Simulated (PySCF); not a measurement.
# How methods differ on the ionisation energy of Al

Al [Ne] 3s2 3p1 (2P) → Al⁺ [Ne] 3s2 (1S), as a difference of total energies. All numbers are calculated (PySCF 2.14, scalar relativity by spin-free X2C-1e, in x2c-TZVPPall with one added diffuse shell each of s, p, d type (6s6p4d1f, 51 functions)). Correlated levels: valence: [Ne] frozen; valence and next inner shell: 1s2 frozen. The calculations carry no spin-orbit coupling.

```tsv
method	ionisation energy (eV)	error (eV)
UHF	5.590	-0.387
LDA	6.019	+0.042
PBE	6.063	+0.086
PBE0	6.080	+0.103
r2SCAN	6.157	+0.180
M06	5.793	-0.184
TPSS	6.130	+0.153
wB97X-V	5.922	-0.055
revPBE	6.071	+0.094
MP2 (valence)	5.809	-0.168
SCS-MP2 (valence)	5.793	-0.184
MP2 (valence and next inner shell)	5.785	-0.192
SCS-MP2 (valence and next inner shell)	5.773	-0.204
```

Reference: 5.977 eV (measured; NIST levels, between the centres of gravity of the two terms).

Errors of the correlated levels include the incompleteness of this basis and the frozen core.
